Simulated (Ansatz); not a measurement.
BClH2Si, SMILES B[Si]Cl, a composite energy at a relaxed geometry

Program: the Python package of Ansatz (0.2.0).

At the Python prompt:
```pycon
>>> import itertools
>>> import ansatz as az
>>> from ase.data import atomic_numbers, covalent_radii
>>> import numpy as np
>>> params = {
...     "basis": "def2-SVP",
...     "functional": "r2scan",
...     "dispersion": "d3bj",
... }
>>> bclh2si = (
...     az.Crystal.molecule()
...     .atom("B", (-0.7837, 0.0059, 0.0578))
...     .atom("Si", (0.9283, -0.7458, 0.5739))
...     .atom("Cl", (2.4621, 0.2686, -0.427))
...     .atom("H", (-1.0114, 1.1473, 0.2583))
...     .atom("H", (-1.5952, -0.6761, -0.463))
... )
>>> calculation = (
...     bclh2si.calculation()
...     .basis(gaussian=params["basis"])  # the orbital basis, by name
...     .functional(params["functional"], dispersion=params["dispersion"])
...     .spin("collinear", total=2)  # two spin channels
... )
>>> symbols = [site.symbol for site in bclh2si.cartesian_sites]
>>> start = np.array([site.position_ang for site in bclh2si.cartesian_sites], dtype=float)
>>> rep = calculation.relax(force_tolerance=0.01, max_steps=100).run(threads=1).report
DeckWarning: the engine holds no damping parameters fitted to this dispersion correction and functional, so the run takes those fitted to r2scan beside the three-body term, which d3bj leaves out (hamiltonian.dispersion, under Limitations)
>>> end = np.array(rep["positions_ang"])
>>> # pairs closer than 1.2 times the sum of covalent radii, before or after
>>> radius = [covalent_radii[atomic_numbers[s]] for s in symbols]
>>> span = lambda where, i, j: np.linalg.norm(where[i] - where[j])
>>> bonded = [(i, j) for i, j in itertools.combinations(range(len(symbols)), 2) if min(span(start, i, j), span(end, i, j)) < 1.2 * (radius[i] + radius[j])]
>>> print("pair        before    after (A)")
pair        before    after (A)
>>> for i, j in bonded:
...     print(f"{symbols[i]}{i}-{symbols[j]}{j}".ljust(10), f"{span(start, i, j):8.4f} {span(end, i, j):8.4f}")
...
B0-Si1       1.9397   1.9434
B0-H3        1.1810   1.2074
B0-H4        1.1811   1.2042
Si1-Cl2      2.0936   2.0741
>>> minimum = az.Crystal.molecule()
>>> for symbol, place in zip(symbols, end):
...     minimum = minimum.atom(symbol, place.tolist())
...
>>> at_minimum = minimum.calculation().spin("collinear", total=2)
>>> # MP2 extrapolated to the basis limit, plus the small-basis difference CCSD(T) - MP2
>>> level = lambda method, basis: at_minimum.basis(gaussian=basis).correlation(method).run(threads=1).report
>>> small, large, cluster = level("mp2", "cc-pVDZ"), level("mp2", "cc-pVTZ"), level("ccsd_t", "cc-pVDZ")
>>> corr = lambda each: (each["free_energy_ev"] - each["reference_energy_ev"]) / 27.211386246
>>> mp2_limit = (27 * corr(large) - 8 * corr(small)) / 19
>>> pieces = {"HF / cc-pVTZ": large["reference_energy_ev"] / 27.211386246, "MP2 correlation, DZ-TZ limit": mp2_limit, "CCSD(T) - MP2 / cc-pVDZ": corr(cluster) - corr(small)}
>>> for name, value in pieces.items():
...     print(f"{name:32s} {value:14.6f} Ha")
...
HF / cc-pVTZ                        -774.284883 Ha
MP2 correlation, DZ-TZ limit          -0.404639 Ha
CCSD(T) - MP2 / cc-pVDZ               -0.051255 Ha
>>> print(f"{'sum':32s} {sum(pieces.values()):14.6f} Ha")
sum                                 -774.740777 Ha
>>> print("T1 diagnostic", round(cluster["correlation"]["coupled_cluster"]["t1_diagnostic"], 4))
T1 diagnostic 0.0258
```

Total energies depend on the basis set; only differences at equal settings carry meaning. Warnings are shown shortened and without file and line. The sum leaves out core correlation, relativity, the Hartree-Fock basis error and zero-point energy; a DZ-TZ extrapolation is rough. The run takes the species as open-shell (spin multiplicity 3), which needn't be its ground state. Inner cores stay frozen, so this is valence correlation. For Al to Cl the sets with a tight d function, cc-pV(X+d)Z, are usual. An extrapolation from small basis sets is rough. A dispersion term here runs with damping parameters fitted for another variant or functional. Finished in 96 s on 1 thread of Arm Neoverse N1 (shared host), peak memory 0.3 GiB.
